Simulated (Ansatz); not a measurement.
# AlFH₂Mg (SMILES [F][AlH][MgH]): single points off equilibrium

One table from this session's results is given with a row withheld; the runs are named, their logs left out.

The runs use Ansatz 0.2.0, Gaussian basis; single points in def2-TZVPP.

Cores are frozen in the correlated methods. The outer core shell of Li, Na, Mg and K is correlated.

### The system as given

5 atoms, charge 0, spin multiplicity 1.

Atoms are counted from 1 here; the program's logs count them from 0.

Bond lengths: F1–Al2 1.730 Å, Al2–Mg3 2.294 Å, Al2–H4 1.962 Å, Mg3–H5 1.803 Å. Angles: F1–Al2–Mg3 143.3°, F1–Al2–H4 103.7°, Mg3–Al2–H4 113.0°, Al2–Mg3–H5 154.2°.

As a file:

```xyz
5
AlFH2Mg
F    -1.66120   -1.83700    0.71140
Al   -0.70650   -0.51140    0.14140
Mg    1.34200    0.50130    0.34400
H    -1.90970    0.43030   -1.08930
H     2.66630    1.60500   -0.18460
```

Set-up of the first run:

run/in.yaml reads:

```yaml
crystal:
  periodic: [false, false, false]
  atoms:
    - {symbol: F, position_ang: [-1.661200, -1.837000, 0.711400]}
    - {symbol: Al, position_ang: [-0.706500, -0.511400, 0.141400]}
    - {symbol: Mg, position_ang: [1.342000, 0.501300, 0.344000]}
    - {symbol: H, position_ang: [-1.909700, 0.430300, -1.089300]}
    - {symbol: H, position_ang: [2.666300, 1.605000, -0.184600]}
basis:
  gaussian: {orbitals: def2-TZVPP}
correlation: {method: ccsd_t}
output: {forces: true}
```

The command line of these runs was not kept.

Among the steps run: CCSD(T)/def2-TZVPP; PBE0-D4/def2-TZVPP; wB97M-V/def2-TZVPP; r2SCAN-D4/def2-TZVPP; PBE-D4/def2-TZVPP; HSE06-D4/def2-TZVPP; r2SCANh-D4/def2-TZVPP.

One of the session's tables, all rows but one given; the rest of the session is left out.

```
    method  RMS force component (eV/Å)  angle to CCSD(T) forces (°)  dipole (D)
   CCSD(T)                       2.075                    reference        3.10
   PBE0-D4                       2.029                          0.9        2.96
   wB97M-V                       1.992                          1.9        3.20
 r2SCAN-D4                       2.038                          0.9        2.88
    PBE-D4                       1.866                          3.1        2.75
  HSE06-D4                           ?                            ?           ?
r2SCANh-D4                       2.077                          1.3        2.94
```

Estimate the missing values for HSE06-D4.

As computed: RMS force component (eV/Å): 2.028; angle to CCSD(T) forces (°): 0.9; dipole (D): 2.95. In the column «RMS force component (eV/Å)» it lies between wB97M-V (1.992) and PBE0-D4 (2.029).
